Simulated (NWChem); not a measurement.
## A calculation on diphosphorus (P2)

SMILES: P#P
```xyz
2

P      0.0000     0.0000     0.9455
P      0.0000     0.0000    -0.9455
```
Charge 0, spin multiplicity 1.

Program: NWChem. All single points use one geometry, from PBE0/def2-SVP, a minimum by its harmonic frequencies.

Symmetry labels belong to the abelian group D2h used in the runs, with the axes of the coordinates shown; states degenerate in a higher group split over its labels.

B3LYP has NWChem's definition, with VWN1-RPA local correlation.

### Question
List the lowest 3 singlet excitations that TD-B3LYP/aug-cc-pVDZ, VWN1-RPA local correlation gives, with oscillator strengths.

### Answer
| state | symmetry | energy (eV) | wavelength (nm) | f |
|---|---|---|---|---|
| 1 | au | 3.59 | 345 | 0.000 |
| 2 | b1u | 3.92 | 316 | 0.000 |
| 3 | au | 3.92 | 316 | 0.000 |
